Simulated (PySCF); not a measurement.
**How methods differ on the ionisation energy of H**

H 1s1 (2S) → H⁺ (bare nucleus), as a difference of total energies. Computed with PySCF 2.14 in aug-cc-pVQZ-DK (5s4p3d2f, 46 functions), with the spin-free X2C one-electron Hamiltonian (Gaussian nucleus). The calculations carry no spin-orbit coupling.

```tsv
method	ionisation energy (eV)
UHF	13.604
LDA	13.024
PBE0	13.640
r2SCAN	13.609
LC-wPBE	13.775
PBEsol	13.297
M06-L	13.707
```

**Question.** Estimate what PBE gives.

**Answer.** 13.604 eV, closest to UHF among the rows shown.

**Question.** Estimate what wB97X gives.

**Answer.** 13.650 eV, closest to PBE0 among the rows shown.

For comparison: 13.598 eV (theoretical estimate listed by NIST; NIST Atomic Spectra Database, ionization energies).
